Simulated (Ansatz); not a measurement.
Species: C₄H₅, charge 0, multiplicity 2. SMILES: [CH]=C1CC1
Geometry: optimised at B3LYP-D3(BJ)/def2-TZVP (Ansatz, a first-principles code).

Wanted: enthalpy of formation at 298 K, in kcal/mol. Terms: dispersion terms only where a functional's name holds one; six Cartesian d functions in 6-31G* and its kin unless marked 5d; no spin-orbit coupling; non-relativistic; open shells spin-unrestricted; LANL2DZ all-electron up to Ne; 6-311+G** with 5d. Ab initio and DFT rows: single points at B3LYP-D3(BJ) geometries (Ansatz), with unscaled harmonic terms from B3LYP/6-31G* at its own minima, enthalpies of formation by atomisation with measured atoms.

| level | program | enthalpy of formation at 298 K (kcal/mol) |
|---|---|---|
| PBE/STO-3G | Ansatz | -82.2 |
| PBE/3-21G | Ansatz | 85.5 |
| PBE/LANL2DZ | Ansatz | 99.4 |
| PBE/6-31G* | Ansatz | 71.5 |
| PBE/def2-SVP | Ansatz | 64.1 |
| PBE/6-311+G** | Ansatz | 77.7 |
| PBE/def2-TZVPD | Ansatz | 72.8 |

No value to compare with is used here. The 6 habitual levels span -82.2 (PBE/STO-3G) to 99.4 kcal/mol (PBE/LANL2DZ); PBE/def2-TZVPD gives 72.8.

The sets are all those run for this method; runs whose electronic state is in doubt are left out.
